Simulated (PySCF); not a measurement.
## Atomic charges against the basis set

Compound: 3-chlorothiophene, C4H3ClS.
Cartesian coordinates in Å at the PBE0-D3(BJ)/def2-SVP level; atoms count from 1:
```
atom  x, y, z in Å
Cl1   -2.1942   -1.4284    0.1809
C2    -0.8339   -0.3789    0.0587
C3     0.5088   -0.8549    0.0227
C4     1.4027    0.1759   -0.0746
S5     0.6213    1.7039   -0.1227
C6    -0.9332    0.9865   -0.0106
H7     0.7781   -1.9098    0.0674
H8     2.4893    0.1163   -0.1209
H9    -1.8388    1.5894   -0.0009
```

PBE0 throughout (PySCF), one geometry, spherical d and f functions. Geometry: PBE0-D3(BJ)/def2-SVP; no solvent, vibrations or thermal averaging. The first 7 of 9 kinds of atom are listed.

Mulliken charges (e):

```csv
basis,functions,Cl1,C2,C3,C4,S5,C6,H7
STO-3G,41,-0.106,-0.012,-0.103,-0.200,+0.319,-0.202,+0.099
6-31G,68,+0.171,-0.247,-0.027,-0.571,+0.547,-0.540,+0.207
pcSseg-0,68,+0.116,-0.259,-0.094,-0.591,+0.501,-0.523,+0.266
6-31G*,98,+0.028,-0.088,-0.109,-0.413,+0.337,-0.407,+0.201
def2-SVP,107,-0.093,+0.016,+0.036,-0.125,+0.101,-0.114,+0.036
cc-pVDZ,107,-0.074,-0.101,+0.099,-0.147,+0.180,-0.088,+0.023
aug-cc-pVDZ,173,-0.207,+0.314,+0.808,-0.152,+0.504,-0.036,-0.401
"6-311+G(2d,p)",196,+0.071,+0.422,-0.634,+0.019,-0.133,-0.175,+0.136
def2-TZVP,216,-0.100,+0.053,-0.188,-0.148,+0.087,-0.167,+0.142
cc-pVTZ,230,-0.111,+0.025,-0.131,-0.156,+0.111,-0.153,+0.140
IGLO-III,258,+0.038,+0.046,-0.199,-0.224,+0.353,-0.330,+0.094
```

IAO charges (e):

| basis | functions | Cl1 | C2 | C3 | C4 | S5 | C6 | H7 |
| --- | --- | --- | --- | --- | --- | --- | --- | --- |
| STO-3G | 41 | -0.013 | -0.098 | -0.182 | -0.286 | +0.423 | -0.297 | +0.151 |
| 6-31G | 68 | -0.024 | -0.051 | -0.184 | -0.301 | +0.323 | -0.319 | +0.178 |
| pcSseg-0 | 68 | -0.008 | -0.065 | -0.179 | -0.302 | +0.323 | -0.318 | +0.175 |
| 6-31G* | 98 | -0.022 | -0.045 | -0.180 | -0.309 | +0.360 | -0.332 | +0.169 |
| def2-SVP | 107 | -0.013 | -0.042 | -0.185 | -0.308 | +0.366 | -0.335 | +0.167 |
| cc-pVDZ | 107 | -0.020 | -0.041 | -0.187 | -0.310 | +0.365 | -0.337 | +0.171 |
| aug-cc-pVDZ | 173 | -0.023 | -0.040 | -0.192 | -0.315 | +0.367 | -0.342 | +0.175 |
| 6-311+G(2d,p) | 196 | -0.018 | -0.045 | -0.191 | -0.322 | +0.382 | -0.348 | +0.174 |
| def2-TZVP | 216 | -0.016 | -0.044 | -0.190 | -0.325 | +0.387 | -0.351 | +0.173 |
| cc-pVTZ | 230 | -0.019 | -0.042 | -0.190 | -0.320 | +0.378 | -0.347 | +0.174 |
| IGLO-III | 258 | -0.013 | -0.045 | -0.192 | -0.327 | +0.389 | -0.354 | +0.174 |

Hirshfeld charges (e):

| basis | functions | Cl1 | C2 | C3 | C4 | S5 | C6 | H7 |
| --- | --- | --- | --- | --- | --- | --- | --- | --- |
| STO-3G | 41 | -0.139 | +0.036 | -0.063 | -0.064 | +0.181 | -0.073 | +0.040 |
| 6-31G | 68 | -0.050 | -0.011 | -0.073 | -0.078 | +0.101 | -0.094 | +0.065 |
| pcSseg-0 | 68 | -0.027 | -0.018 | -0.080 | -0.080 | +0.128 | -0.102 | +0.060 |
| 6-31G* | 98 | -0.059 | 0.000 | -0.067 | -0.072 | +0.086 | -0.086 | +0.063 |
| def2-SVP | 107 | -0.027 | -0.011 | -0.082 | -0.079 | +0.123 | -0.101 | +0.058 |
| cc-pVDZ | 107 | -0.039 | -0.009 | -0.075 | -0.076 | +0.112 | -0.095 | +0.059 |
| aug-cc-pVDZ | 173 | -0.023 | -0.021 | -0.084 | -0.084 | +0.122 | -0.103 | +0.063 |
| 6-311+G(2d,p) | 196 | -0.023 | -0.025 | -0.082 | -0.083 | +0.121 | -0.101 | +0.063 |
| def2-TZVP | 216 | -0.028 | -0.017 | -0.080 | -0.082 | +0.115 | -0.099 | +0.062 |
| cc-pVTZ | 230 | -0.033 | -0.013 | -0.078 | -0.080 | +0.113 | -0.098 | +0.061 |
| IGLO-III | 258 | -0.012 | -0.024 | -0.088 | -0.085 | +0.132 | -0.106 | +0.060 |

ESP-fitted charges (e):

```csv
basis,functions,Cl1,C2,C3,C4,S5,C6,H7
STO-3G,41,-0.192,+0.172,-0.220,-0.070,+0.101,-0.141,+0.127
6-31G,68,-0.114,+0.080,-0.160,-0.220,+0.032,-0.221,+0.172
pcSseg-0,68,-0.117,+0.123,-0.229,-0.199,+0.026,-0.244,+0.200
6-31G*,98,-0.076,+0.006,-0.098,-0.271,+0.074,-0.227,+0.154
def2-SVP,107,-0.061,+0.005,-0.120,-0.244,+0.073,-0.216,+0.154
cc-pVDZ,107,-0.063,-0.009,-0.096,-0.274,+0.088,-0.229,+0.152
aug-cc-pVDZ,173,-0.076,+0.013,-0.098,-0.282,+0.076,-0.225,+0.153
"6-311+G(2d,p)",196,-0.073,+0.015,-0.098,-0.302,+0.091,-0.241,+0.155
def2-TZVP,216,-0.074,+0.023,-0.110,-0.274,+0.079,-0.225,+0.153
cc-pVTZ,230,-0.077,+0.025,-0.108,-0.268,+0.075,-0.222,+0.152
IGLO-III,258,-0.053,-0.024,-0.077,-0.293,+0.093,-0.218,+0.143
```

Question: Which scheme is steadiest as the basis changes?

Answer: Largest range over the bases for any column: IAO 0.10 e, Hirshfeld 0.13 e, ESP-fitted 0.23 e, Mulliken 1.44 e. IAO charges move least and Mulliken charges most, counted in e. Without the minimal STO-3G basis the ranges are IAO 0.07, Hirshfeld 0.05, ESP-fitted 0.15, Mulliken 1.44 e.

Question: How much do the charges still move between the two largest bases, cc-pVTZ and IGLO-III?

Answer: At most, over all atoms: Mulliken 0.242 e, IAO 0.011 e, Hirshfeld 0.021 e, ESP-fitted 0.048 e.

Question: What do the same runs give for the total energy, the frontier levels and the dipole moment?

Answer: 
```csv
basis,energy (Eh),HOMO (eV),LUMO (eV),μ (D)
STO-3G,-1000.8931,-4.87,2.38,2.58
6-31G,-1011.9978,-6.93,-0.48,1.42
pcSseg-0,-1010.7750,-7.28,-0.87,1.33
6-31G*,-1012.0920,-6.78,-0.43,1.36
def2-SVP,-1011.7530,-6.89,-0.61,1.20
cc-pVDZ,-1012.1528,-6.85,-0.56,1.31
aug-cc-pVDZ,-1012.1639,-6.97,-0.80,1.29
"6-311+G(2d,p)",-1012.1998,-6.95,-0.80,1.30
def2-TZVP,-1012.2190,-6.93,-0.75,1.26
cc-pVTZ,-1012.2249,-6.92,-0.71,1.29
IGLO-III,-1012.2132,-6.89,-0.67,1.21
```

The dipole is fixed by the density alone, so its range of 1.38 D shows that the density itself changes with the basis, not only its division among atoms.
